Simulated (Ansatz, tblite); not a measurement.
Elastic constant C12 (GPa) of solids drawn from the class of alkali halides, at two levels: GFN2-xTB tight binding with its D4 term, in tblite, supercell at the zone centre, Fermi filling at 1000 K (free energies), no spin polarisation (tblite), and PBE (plane waves, PAW; Ansatz, a program for electronic structure).

```tsv
solid	GFN2-xTB	PBE	shift (%)
rock-salt KI	4.17	3.85	-7.7
rock-salt LiBr	21.0	17.6	-16.2
rock-salt NaCl	6.96	11.9	+71
rock-salt KCl	-1.84	6.33	+444
rock-salt KBr	4.39	5.06	+15.3
rock-salt LiCl	25.9	21.9	-15.4
```

The shifts run from -16.2 % to +444 %, with a median of +3.8 %.

Over all 6 rows PBE is the larger in 3.

Spin–orbit coupling is left out, also for the solids with elements from indium on (rock-salt KI); its size isn't shown.

Each level is taken at its own relaxed cell. Caveats: the method was fitted mainly to molecules (GFN2-xTB: rock-salt KI, rock-salt LiBr, rock-salt NaCl, rock-salt KCl, rock-salt KBr, rock-salt LiCl); the run uses a supercell at the zone centre in place of a k mesh (GFN2-xTB: rock-salt KI, rock-salt LiBr, rock-salt NaCl, rock-salt KCl, rock-salt KBr, rock-salt LiCl). Ansatz's density-functional and Hartree–Fock values are scalar-relativistic unless marked +SOC, with PAW data made under PBE.
